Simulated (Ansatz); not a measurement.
Basis-set series for CH3ClN2 (`N=C(N)Cl`). The species carries charge 0 and has multiplicity 1. The structure was optimised at the PBE0-D4/def2-TZVP level. It is one conformer, not always the lowest.

| functional | basis | functions | energy (Eh) | HOMO (eV) | LUMO (eV) |
| --- | --- | --- | --- | --- | --- |
| PBE0-D4 | def2-SVP | 75 | -609.04199 | -7.32 | 0.98 |
| PBE0-D4 | def2-TZVPP | 177 | -609.37470 | -7.58 | 0.52 |
| ωB97M-V | def2-SVP | 75 | -609.27926 | -9.56 | 3.22 |
| ωB97M-V | def2-TZVPP | 177 | -609.61638 | -9.85 | 2.37 |

(1) Give the rows for def2-QZVPP. (An estimate is asked.)

Results:

(1) The calculation gave: 
```
functional       basis  functions  energy (Eh)  HOMO (eV)  LUMO (eV)
   PBE0-D4  def2-QZVPP        331   -609.39676      -7.65       0.32
   ωB97M-V  def2-QZVPP        331   -609.63737      -9.92       1.68
```

Positive LUMOs are unbound and depend on the basis.

All numbers were calculated with Ansatz.
